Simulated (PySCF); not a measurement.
C4H6FO (doublet state).
Geometry (GFN2-xTB, Å), atoms numbered from 1 in this order:
```xyz
12
C4H6FO angstrom
C      1.4516    0.4902    0.0011
C      0.3223   -0.1743    0.6731
F      0.0290    0.2210    1.9296
C     -0.6895   -0.9923   -0.0120
C     -1.4365    0.2298   -0.5283
O     -1.1576    0.8016   -1.5580
H      1.8741    1.2596    0.6422
H      1.1076    0.9429   -0.9363
H      2.2341   -0.2273   -0.2567
H     -1.2874   -1.5955    0.6654
H     -0.2625   -1.5744   -0.8249
H     -2.1841    0.6181    0.1787
```

The hyperfine couplings belong to this conformer and change with its torsions.

The species is `C[C](F)CC=O` [radical].

Computed, not measured: UKS B3LYP, pcH-1 on C F H O, non-relativistic, mean-field spin-orbit, GIAO (PySCF 2.14.0). One conformer (not necessarily the lowest) at the GFN2-xTB geometry, without solvent, vibrations or thermal averaging. Couplings are sensitive to structure, and on GFN2-xTB geometries they can be far from those on DFT ones. Stability of the SCF solution: not tested.

Principal values of hyperfine tensors in MHz (contact and dipolar terms together), for some of the nuclei:

```
atom  isotope       A1      A2      A3
  F3      19F  -103.61  -67.44  574.00
  C2      13C    30.60   32.24  252.76
  H9       1H    90.96   91.48  103.74
  H8       1H    75.05   77.43   86.44
  C5      13C    46.54   54.05   78.72
 H11       1H    35.31   37.20   46.52
 H10       1H    31.87   32.61   42.62
  C4      13C   -28.54  -26.57  -23.14
```

(1) Split each tensor into its isotropic and traceless parts, and turn a_iso into mT with g = 2.0047.

(2) What spin density at the nucleus of H11 lies behind its contact coupling (g_N = 5.58569)?

(3) C1 (13C, g_N = 1.40482) isn't in the table. Its spin density at the nucleus is -0.02466 bohr⁻³. What is its contact coupling?

(4) Which nucleus of the table has the largest anisotropic coupling, and what is its form?

(5) In a single crystal, with the field along each principal axis of the tensor of H9 in turn, what first-order splitting does this nucleus give (isotropic g, quadrupole terms neglected)?

Results:

(1) a_iso = (A1 + A2 + A3)/3, Ti = Ai − a_iso; 1 mT corresponds to 28.058 MHz.

| atom | a_iso (MHz) | a_iso (mT) | T1 | T2 | T3 |
| --- | --- | --- | --- | --- | --- |
| F3 | 134.32 | 4.787 | -237.93 | -201.76 | 439.69 |
| C2 | 105.20 | 3.749 | -74.60 | -72.96 | 147.56 |
| H9 | 95.39 | 3.400 | -4.43 | -3.91 | 8.34 |
| H8 | 79.64 | 2.839 | -4.59 | -2.21 | 6.80 |
| C5 | 59.77 | 2.130 | -13.23 | -5.72 | 18.95 |
| H11 | 39.67 | 1.414 | -4.36 | -2.48 | 6.84 |
| H10 | 35.70 | 1.272 | -3.83 | -3.09 | 6.92 |
| C4 | -26.08 | -0.929 | -2.46 | -0.49 | 2.94 |

(2) a_FC = (2μ0/3) gₑ μB g_N μN ρ(0)/(2S·h) = 800.24 MHz × g_N × ρ(0)/(2S), with ρ in bohr⁻³. With a_FC = 39.67 MHz and 2S = 1, ρ(0) = 0.008876 bohr⁻³. In magnitude that is 2.8 % of the 1/π = 0.318 of a free hydrogen atom.

(3) By the same relation, a_FC = -27.7 MHz. Its full tensor has the principal values -29.45, -27.68, -26.04 MHz.

(4) F3: -237.9, -201.8, 439.7 MHz, rhombic: the two smaller values differ by 8 % of the largest.

(5) 2 lines (I = 1/2), spaced by |A_i|/(g × 13.996): 3.24, 3.26, 3.70 mT along the axes of A1, A2 and A3.

On one thread of an Arm Neoverse V2, no GPU, on a shared host, this took 34 s wall (grids of density and orbitals included) and 0.84 GiB of memory at its peak.
